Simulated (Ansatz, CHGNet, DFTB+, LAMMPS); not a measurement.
## Ladder of methods for the lattice constant a of hcp Y

Reference value: 3.648 Å (measured, 293 K, no zero-point or thermal correction; as tabulated in Wikipedia's data pages).

| level (code) | value (Å) | difference (%) |
|---|---|---|
| Lennard-Jones uff-vdw (LAMMPS) | 3.251 | -10.9 |
| GFN1-xTB as cut by DFTB+ | 3.641 | -0.19 |
| CHGNet 0.3.0 | 3.598 | -1.37 |
| LDA (Ansatz) | 3.541 | -2.93 |
| PBE (Ansatz) | 3.656 | +0.22 |
| PBE-D3(BJ) (Ansatz) | 3.599 | -1.34 |
| r²SCAN+rVV10 (Ansatz) | 3.665 | +0.47 |

Leaving aside Lennard-Jones uff-vdw (doubt noted below), GFN1-xTB as cut by DFTB+ (doubt noted below): The reference is not for a static lattice or low temperature, so close values are not ranked against it. Off by more than 1.25 %, or 1.75 % on the side where a correction would as a rule narrow the miss (bounds picked here): LDA (-2.93 %).

The reference isn't brought to a static lattice, while the calculations are for one, so the differences are not the levels' errors alone. The crystal itself was run without spin with r²SCAN+rVV10; a magnetic state was not tried in these runs. Lennard-Jones uff-vdw, GFN1-xTB as cut by DFTB+: the cell moved over 20 % in volume from its start. Lennard-Jones uff-vdw: this is a force field's van der Waals term alone, without bonds or charges. GFN1-xTB as cut by DFTB+: the cell has another shape than the first-principles one, perhaps another minimum in the same group. GFN1-xTB as cut by DFTB+: the method was fitted mainly to molecules. GFN1-xTB as cut by DFTB+: codes differ in how they cut the long-range tail of xTB's charge interaction in a crystal, so the value belongs to this code. Cutoffs and k meshes differ between the levels. Ansatz's density-functional and Hartree–Fock values are scalar-relativistic unless marked +SOC, with PAW data made under PBE.

Machine-learned potentials (CHGNet 0.3.0) are trained on DFT data: a solid inside that data is no test of them.

Differences are worked out from the printed values.

Ansatz is an electronic-structure program.
